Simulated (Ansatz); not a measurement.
Input file:

```yaml
crystal:
  periodic: [false, false, false]
  atoms:
    - {symbol: B, position_ang: [0.084376, 0.005225, 1.431728]}
    - {symbol: N, position_ang: [-0.080498, 0.013599, 0.077097]}
    - {symbol: Si, position_ang: [-0.003878, -0.018825, -1.508825]}
basis:
  gaussian: {orbitals: cc-pVDZ}
magnetization: {spin_polarized: true, initial_magnetization: 0}
correlation: {method: bccd, electrons: outside_noble_gas}
output: {forces: true}
```

```sh
$ ansatz run in.yaml --threads 1 --pin off --events-out ev --progress --plain --max-ram 2393MiB
```

The program prints:

```
454 factors; integrals over basis functions are off by at most 1.0e-3 eV
mean field evaluation 1: about -10010.0964 eV, gradient 2.8e1 eV
mean field evaluation 2: about -10010.1469 eV, gradient 2.8e1 eV
mean field evaluation 4: about -10013.9163 eV, gradient 2.0e0 eV
mean field evaluation 8: about -10013.9596 eV, gradient 9.1e-4 eV
mean field evaluation 16: about -10013.8442 eV, gradient 1.9e0 eV
mean field evaluation 32: about -10009.9413 eV, gradient 1.5e1 eV
mean field evaluation 64: about -10013.9597 eV, gradient 2.1e-4 eV
mean field evaluation 96: about -10013.1987 eV, gradient 4.3e0 eV
mean field evaluation 128: about -10012.4761 eV, gradient 1.4e-1 eV
mean field evaluation 160: about -10013.9597 eV, gradient 2.2e-6 eV
...
cycle  17  -8.58057616 eV  change   -4.5e-9 eV  update   2.7e-8
cycle  18  -8.58057615 eV  change    8.8e-9 eV  update   2.0e-8
cycle  19  -8.58057615 eV  change   -4.7e-9 eV  update   1.7e-8
cycle  20  -8.58057615 eV  change   -2.6e-9 eV  update   1.4e-8
cycle  21  -8.58057616 eV  change   -2.0e-9 eV  update   1.3e-8
cycle   1  -8.58057543 eV  update   1.8e-7
cycle   2  -8.58057539 eV  change    4.4e-8 eV  update   6.7e-8
cycle   3  -8.58057529 eV  change    9.3e-8 eV  update   2.8e-8
cycle   4  -8.58057528 eV  change    1.4e-8 eV  update   1.2e-8
cycle   5  -8.58057528 eV  change    3.7e-9 eV  update   4.6e-9
the calculation of the forces begins
Total energy: -10022.54022572 eV, -368.3215597733 hartree
Atom 0 at     0.084376     0.005225     1.431728 Å, force     0.130314    -0.003177     1.337900 eV/Å
Atom 1 at    -0.080498     0.013599     0.077097 Å, force    -0.130457     0.010643    -0.759934 eV/Å
Atom 2 at    -0.003878    -0.018825    -1.508825 Å, force     0.000142    -0.007466    -0.577966 eV/Å
Dipole moment:    -0.035999    -0.008281    -1.080739 e Å
```

Forces (eV/Å):
```
B    0.130 -0.003  1.338
N   -0.130  0.011 -0.760
Si   0.000 -0.007 -0.578
```

Ran on 1 thread of Intel Xeon, shared host: 60 s wall, 0.21 GiB peak host memory.
